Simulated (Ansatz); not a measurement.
Input file for Ansatz (an electronic-structure program): R-PBE0/def2-TZVPPD on H2S (SMILES S). Files ending in .json are basis or fitting sets from the Basis Set Exchange.

Ansatz 0.2 input:
```yaml
crystal:
  periodic: [false, false, false]
  atoms:
    - {symbol: S, position_ang: [1.84252900, 0.00001300, -0.10154300]}
    - {symbol: H, position_ang: [1.82277900, -0.96181000, 0.83465000]}
    - {symbol: H, position_ang: [1.82187700, 0.96186000, 0.83462200]}
basis:
  gaussian:
    orbitals: def2-TZVPPD.json
hamiltonian:
  xc: {name: PBE0}
scf: {lower_state_search: off}
```

The head of its log:

```
WARN ansatz: RAYON_NUM_THREADS=2 ignored (pool sized by the plan → 2); use --threads N
Functional definition: PBE0
these checks for a lower state are left out or cut short: stability, starts, cluster_reference, orbital_swaps, neighbouring_geometries, increment
integrals: 0.01 GiB planned
474 factors; their error is unknown
mean field: 0.18 GiB planned
mean field evaluation 1: about -10864.0630 eV, gradient 1.2e1 eV
mean field evaluation 2: about -10864.2135 eV, gradient 1.1e1 eV
```

Task: Predict the final total energy.

Result: -399.2635 hartree.
